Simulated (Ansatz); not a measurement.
A made-up structure of CH₂BSi, doublet:

```tsv
atom	x (Å)	y (Å)	z (Å)
B1	0.1959	0.2536	-0.5146
C2	-0.3449	-0.4460	0.9085
Si3	-0.7829	-1.0137	2.0574
H4	-0.0127	-0.1660	-1.5648
H5	0.8237	1.2157	-0.5678
```

It is relaxed with PBE-D4/def2-SVP and then PBE0-D4/def2-TZVP (Ansatz 0.2.0). Atoms count as bonded within 1.22 times the sum of their covalent radii (H–H: 0.88 Å). The end point is not checked to be a true minimum.

Question: Does its bonding change? (A judgement: the text doesn't fix the answer.)

Answer: By the calculation: No: no bond forms or breaks.

Where it ends: The first stage lowers the energy by 4.95 eV in 6 steps. It ends as CH₂BSi ([BH2][C][Si]):
| atom | x (Å) | y (Å) | z (Å) |
| --- | --- | --- | --- |
| B1 | 0.1956 | 0.2536 | -0.5104 |
| C2 | -0.2753 | -0.3560 | 0.7192 |
| Si3 | -0.8280 | -1.0734 | 2.1637 |
| H4 | -0.0617 | -0.2422 | -1.5737 |
| H5 | 0.8484 | 1.2614 | -0.4801 |

Labels in which every atom is bracketed show which atoms are joined, not bond orders.

For scale, one of the runs: PBE0-D4/def2-TZVP relaxation, 111 basis functions, launched by `ansatz run in.yaml --threads 2 --pin off --events-out ev --progress --plain --max-ram 4352MiB`. Hardware: 2 CPU threads of an Arm Neoverse V2, shared host. Wall time about 12 s.
